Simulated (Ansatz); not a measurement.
# Molecular dynamics of H8Si2

Input:

```yaml
crystal:
  periodic: [false, false, false]
  atoms:
    - { symbol: Si, position_ang: [-0.476826, -1.131381, -0.116577] }
    - { symbol: Si, position_ang: [0.381196, 1.378822, -0.017164] }
    - { symbol: H, position_ang: [0.110979, -2.158317, -1.034545] }
    - { symbol: H, position_ang: [-1.393872, -1.490418, 1.004453] }
    - { symbol: H, position_ang: [-1.387396, -0.339858, -1.069007] }
    - { symbol: H, position_ang: [0.750229, -0.35292, 0.614106] }
    - { symbol: H, position_ang: [0.841993, -1.461415, 0.948297] }
    - { symbol: H, position_ang: [1.493626, 2.017942, 0.760392] }
    - { symbol: H, position_ang: [0.60814, 1.569975, -1.478872] }
    - { symbol: H, position_ang: [-0.928066, 1.967673, 0.388917] }
basis:
  gaussian: { orbitals: def2-SVPD }
hamiltonian:
  xc: pbe0
  dispersion: d4
md:
  timestep: 0.5
  n_steps: 200
  ensemble: nve
  temperature: 300.0
  initial_velocities: maxwell_boltzmann
  seed: 5976
```

Launched with:

```bash
$ ansatz run input.yaml --threads 2 --pin off --max-ram 3072MiB --backend cpu --events-out ev --progress --plain --runs-dir out
```

It starts at the highest image of a converged band. Of that band: A structure lower than the first end lies on the path between it and the top, so the climb from that side starts below the end, which may itself be a saddle point or a shallow side well. Neighbouring images differ by up to 2.3 eV, so the band resolves the path poorly. A vibrational analysis at the climbing image gives one clearly imaginary mode, 1620i cm⁻¹: a first-order saddle point.

Output, in part (step lines, the closing report, with atoms numbered from 0):

```
md step     0: t =     0.00 fs  T =   300.0 K  F+E_penalty+E_count = -15869.71918634 eV  E_kin = 0.310224 eV  conserved = -15869.40896235 eV  (24 SCF iters)
md step     1: t =     0.50 fs  T =   295.6 K  F+E_penalty+E_count = -15869.71454398 eV  E_kin = 0.305629 eV  conserved = -15869.40891469 eV  (28 SCF iters)
md step     2: t =     1.00 fs  T =   282.4 K  F+E_penalty+E_count = -15869.70087517 eV  E_kin = 0.292069 eV  conserved = -15869.40880605 eV  (29 SCF iters)
md step     3: t =     1.50 fs  T =   262.3 K  F+E_penalty+E_count = -15869.67984854 eV  E_kin = 0.271198 eV  conserved = -15869.40865036 eV  (29 SCF iters)
md step     4: t =     2.00 fs  T =   237.3 K  F+E_penalty+E_count = -15869.65387556 eV  E_kin = 0.245407 eV  conserved = -15869.40846836 eV  (29 SCF iters)
md step     5: t =     2.50 fs  T =   210.3 K  F+E_penalty+E_count = -15869.62579060 eV  E_kin = 0.217509 eV  conserved = -15869.40828199 eV  (29 SCF iters)
md step     6: t =     3.00 fs  T =   184.1 K  F+E_penalty+E_count = -15869.59850388 eV  E_kin = 0.190392 eV  conserved = -15869.40811195 eV  (29 SCF iters)
md step     7: t =     3.50 fs  T =   161.2 K  F+E_penalty+E_count = -15869.57467637 eV  E_kin = 0.166703 eV  conserved = -15869.40797379 eV  (29 SCF iters)
[... lines left out ...]
Total energy: -15871.71873344 eV, -583.2749052165 hartree
Atom 0 at    -0.864213    -0.864132    -0.470582 Å, force     1.096622     1.144474     0.317885 eV/Å
Atom 1 at     0.245142     1.471741    -0.147309 Å, force    -1.170251    -1.130165     0.044629 eV/Å
Atom 2 at    -0.095486    -2.091774    -0.934286 Å, force    -0.039846     0.627289    -0.142600 eV/Å
Atom 3 at    -1.643923    -1.397293     0.663057 Å, force    -0.295240     0.164750     0.310174 eV/Å
Atom 4 at    -1.744649    -0.210284    -1.491717 Å, force    -0.069555    -0.498713    -0.143456 eV/Å
Atom 5 at     9.092396    -6.413659     7.962359 Å, force    -1.658255     0.530723     0.333592 eV/Å
Atom 6 at     8.325098    -6.168088     8.116721 Å, force     1.658252    -0.530722    -0.333596 eV/Å
Atom 7 at     0.715518     2.277296     1.046080 Å, force     0.338142    -0.695385    -0.145964 eV/Å
Atom 8 at     1.102026     1.581641    -1.360428 Å, force     0.148265     0.215077     0.052048 eV/Å
Atom 9 at    -1.071175     2.139782    -0.378605 Å, force    -0.008135     0.172671    -0.292713 eV/Å
Dipole moment:     0.065587    -0.053346     0.020814 e Å
```

The steps, from the saved trajectory:

```csv
time (fs),T (K),potential energy less start (eV),conserved less start (meV/atom)
0.0,300,0.000,0.00
3.0,184,0.121,0.09
6.0,149,0.157,0.12
9.0,412,-0.114,0.10
12.0,942,-0.663,0.15
15.0,1837,-1.590,-0.11
18.0,2420,-2.193,-0.09
21.0,2688,-2.470,0.01
24.0,2755,-2.538,0.10
27.0,2785,-2.570,-0.02
30.0,2842,-2.630,-0.10
33.0,2797,-2.582,0.03
36.0,2730,-2.511,0.12
39.0,2598,-2.375,0.09
42.0,2422,-2.195,-0.07
45.0,2258,-2.026,-0.10
48.0,2085,-1.845,0.10
51.0,2083,-1.842,0.19
54.0,2210,-1.975,0.09
57.0,2388,-2.160,-0.09
60.0,2566,-2.344,-0.12
63.0,2639,-2.418,0.10
66.0,2745,-2.526,0.17
69.0,2870,-2.657,0.04
72.0,2920,-2.710,-0.11
75.0,2885,-2.674,-0.11
78.0,2694,-2.474,0.10
81.0,2485,-2.258,0.15
84.0,2320,-2.088,0.02
87.0,2180,-1.945,-0.06
90.0,2129,-1.892,-0.04
93.0,2075,-1.834,0.13
96.0,2105,-1.866,0.11
99.0,2233,-1.999,-0.01
```

All steps were run. The conserved energy stayed within 0.2 meV per atom of its start (net change 0.13 meV per atom), so the integration is sound. The kinetic energy rose, since the run started high on the potential surface and went downhill. It ends in pieces (H2 + H6Si2), so much of that is their flight and rotation, not heat. A run of 0.1 ps of so small a system gives no equilibrium averages. The orbitals stay closed-shell, which can raise the energy where a bond breaks towards radicals; this wasn't checked here.

Between its relaxed ends the band would form Si1–H7, Si2–H6 and break Si1–Si2, H6–H7. These pairs go: Si1–H7 1.73 → 13.65 Å, Si2–H6 1.88 → 14.36 Å, Si1–Si2 2.65 → 2.61 Å, H6–H7 1.16 → 0.82 Å. In the last frame they stand as before the step (other bonds may differ from the relaxed reactants and products). Also parted: Si1–H6 1.63 → 14.18 Å. It ends as H2 + H6Si2. Pairs count as bonded within 1.25 times the sum of covalent radii (0.12 Å more for H–H).

Last frame:

```xyz
10
Properties=species:S:1:pos:R:3
Si -0.864 -0.864 -0.471
Si 0.245 1.472 -0.147
H -0.096 -2.092 -0.934
H -1.644 -1.397 0.663
H -1.745 -0.210 -1.492
H 9.092 -6.414 7.962
H 8.325 -6.168 8.117
H 0.716 2.277 1.046
H 1.102 1.582 -1.360
H -1.071 2.140 -0.379
```

The run took 3.1 min on 2 threads of Intel(R) Xeon(R) 6975P-C (Granite Rapids) (shared host), peak memory 0.28 GiB.
